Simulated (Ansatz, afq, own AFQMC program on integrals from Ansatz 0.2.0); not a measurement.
## Atomization energy of AlGeH4, doublet

```yaml
atoms:
  - { symbol: Ge, position_ang: [0.0000, 0.0000, 0.7847] }
  - { symbol: Al, position_ang: [0.0000, 0.0000, -1.8784] }
  - { symbol: H, position_ang: [-1.1260, 0.0000, -0.5236] }
  - { symbol: H, position_ang: [1.1260, 0.0000, -0.5236] }
  - { symbol: H, position_ang: [0.0000, -1.4027, -2.6096] }
  - { symbol: H, position_ang: [0.0000, 1.4027, -2.6096] }
```

Connectivity, by distances: Ge–AlH2, 2 bridging H.

Atoms in their ground-state spins without spin–orbit coupling (mostly on UHF) minus the molecule (UHF), without zero-point energy. The geometry is a stationary point, not shown to be a minimum.

Basis 6-31G. Only valence electrons are correlated. Integrals, coupled cluster, full CI and functionals: Ansatz 0.2.0; the random walks run on the same integrals in our own AFQMC program. ph-AFQMC/CISD is guided by a CISD state made of CCSD amplitudes; releasing the constraint for a short imaginary time cuts its bias at the price of noise, slowly where states lie close. Error bars are statistical, one sigma. No spin–orbit coupling. The errors of all members are added in quadrature.

No full CI on the walks' own integrals is used here. The released AFQMC energy serves as the reference, which it does only where one determinant dominates, the energy is flat over the last release times and near the phaseless one (40 meV or 2 meV an electron, half that with transition metals). On small molecules, where full CI could be run and the noise was under 10 meV, such values lay within 10 meV of it in 19 cases of 20, a flattering rate, since the rule was set on those same cases; what remains of the bias isn't in the error bar. Each member takes its own surest rung, up to full CI.

Errors are counted within 6-31G, not against nature.

Cautions: inner d shell frozen; no relativity below Rb; no spin-orbit coupling; AlGeH₄ (doublet): the released value is read at 2.40 1/Eh (meV from the phaseless value at times in 1/Eh: -0.3 ± 1.4 at 0.24, -1.7 ± 1.3 at 0.51, -2.1 ± 0.8 at 0.99, -2.1 ± 0.7 at 1.62, -3.9 ± 0.9 at 2.40).

Reference (AFQMC with the constraint released): 1041.0 ± 0.09 kJ/mol.

```tsv
level	atomization energy (kJ/mol)	error against released AFQMC (kJ/mol)
HF	874.4	-166.6 ± 0.09
MP2	1009.7	-31.3 ± 0.09
CCSD	1033.5	-7.5 ± 0.09
CCSD(T)	1038.9	-2.1 ± 0.09
ph-AFQMC/HF	1050.0 ± 1.6	8.9 ± 1.6
ph-AFQMC/CISD	1040.7 ± 0.1	-0.3 ± 0.2
```

Correlation beyond CCSD(T) adds 2.1 ± 0.09 kJ/mol. The perturbative (T) step is worth +5.4 kJ/mol.

A walk keeps the symmetry of its determinant, which the program's search chose and which needn't be the lowest solution, so a lower state of the same spin and another symmetry isn't excluded. Released energies are given only where the last usable release times agree within the noise; a slower fall can still hide under it.
